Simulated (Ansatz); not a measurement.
**Si2HO (quartet): wave-function methods side by side at a displaced geometry (v1), cc-pVDZ**

One table from this session's results is given with a row withheld; the runs are named, their logs left out.

Program: Ansatz 0.2.0, Gaussian basis. Level of theory: cc-pVDZ, core rule «outside noble gas», up to 11 orbitals frozen. These are calculated values, not measurements.

The runs, in order: UHF; CCSD(T) on ROHF; CCSD(T) on UHF; BCCD(T) on ROHF; CISD; CCSDT(Q) on ROHF; CCSDT(Q) on UHF.

23 further runs of the same task are left out: 10 that didn't finish, 13 set aside as unsound or not needed.

## What is computed

The geometry is a PBE0/def2-TZVP stationary point (not a proven minimum) with its atoms shifted at random (size 0.040 Å).

4 atoms, charge 0, spin multiplicity 4.

Atoms are counted from 1 here; the program's logs count them from 0.

Bond lengths: O1–Si2 1.526 Å, Si2–Si3 2.326 Å, Si3–H4 1.536 Å. Angles: O1–Si2–Si3 132.4°, Si2–Si3–H4 131.9°.

The first run:

File in.yaml:

```yaml
crystal:
  periodic: [false, false, false]
  atoms:
    - {symbol: O, position_ang: [-0.017002, -0.552136, 1.865661]}
    - {symbol: Si, position_ang: [-0.017836, 0.381045, 0.658070]}
    - {symbol: Si, position_ang: [0.030128, -0.019300, -1.632912]}
    - {symbol: H, position_ang: [-0.072648, -1.315497, -2.451052]}
basis:
  gaussian: {orbitals: cc-pVDZ}
magnetization: {spin_polarized: true, initial_magnetization: 3}
hamiltonian: {xc: hf}
output: {orbitals: {seedname: orbitals}}
```

The run is started by

```console
ansatz run in.yaml --threads 1 --pin off --events-out ev --progress --plain --max-ram 2393MiB
```

Steps of the session up to this table: UHF; CCSD(T) on ROHF; CCSD(T) on UHF; BCCD(T) on ROHF; CISD; CCSDT(Q) on ROHF; CCSDT(Q) on UHF.

One table of the session follows, with a row left open; its other results are not shown here.

```
   method  from RCCSDT(Q) (kJ/mol)
     ROHF                   +989.9
      UHF                   +970.4
     RMP2                   +103.8
     UMP2                   +108.0
     CISD                   +150.0
    RCCSD                    +48.1
    UCCSD                    +47.4
 RCCSD(T)                     +7.9
 UCCSD(T)                     +8.3
  BCCD(T)                        ?
   RCCSDT                     +3.2
   UCCSDT                     +3.2
RCCSDT(Q)                        0
UCCSDT(Q)                     -2.1
```

Q: Estimate the row for BCCD(T) from the others.

As computed: from RCCSDT(Q) (kJ/mol): +7.6. In the column «from RCCSDT(Q) (kJ/mol)» it lies between UCCSDT (+3.2) and RCCSD(T) (+7.9).

Limits of these values: Restricted and unrestricted rows rest on different reference determinants; where their highest levels disagree by more than a few hundredths of an eV, they describe different states and don't form one ladder.
